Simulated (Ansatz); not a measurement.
Consider the homolysis of the C–C bond: `CC(F)CCF` → `[CH2]C(C)F`• + `[CH2]F`•.

Program: Ansatz. Geometries: PBE0-D4/def2-TZVP. ΔE: electronic, gas phase. CCSD(T)/CBS adds triple-zeta CCSD(T) − MP2 to the extrapolated MP2 energy (def2 sets, frozen cores). This one scheme is used for every species. DFT in def2-TZVPP. HSE06 is defined as in plane-wave codes. Open shells (•) are unrestricted, without spin–orbit coupling. Each species was taken in one conformer, which may not be the lowest.

```csv
level,ΔE (kcal/mol),difference from CCSD(T)/CBS
LDA (SPW92),112.9,12.6
PBE-D4,96.2,-4.1
BLYP-D4,91.7,-8.6
HSE06-D4,96.1,-4.2
CAM-B3LYP-D4,95.4,-4.9
PBE-QIDH,98.4,-1.9
PBE,94.4,-5.9
PBE0,94.5,-5.8
HSE06,94.6,-5.7
BHLYP,90.6,-9.7
CAM-B3LYP,93.9,-6.4
CCSD/def2-SVP,97.4,-2.9
HF/def2-TZVPP,69.0,-31.3
HF/def2-QZVPP,68.7,-31.6
MP2/def2-QZVPP,103.8,3.5
SCS-MP2/def2-QZVPP,102.8,2.5
CCSD(T)/CBS,100.3,0
```

Largest T1 diagnostic among the species: 0.015.

From BLYP to BHLYP (50 % exact exchange), in def2-TZVPP and without D4, ΔE moves by +2.6 kcal/mol. Leaving LDA and LC-ωPBE aside and taking each functional with its dispersion term where it has one, the values, not all of them listed here, spread over 9.0 kcal/mol, from r2SCANh-D4 to ωB97M-V. LDA lies +18.5 kcal/mol from PBE without D4, its usual overbinding.

CCSD(T)/CBS has its own doubt, a few kJ/mol and more with outer-core shells, so smaller differences from it don't rank the levels.
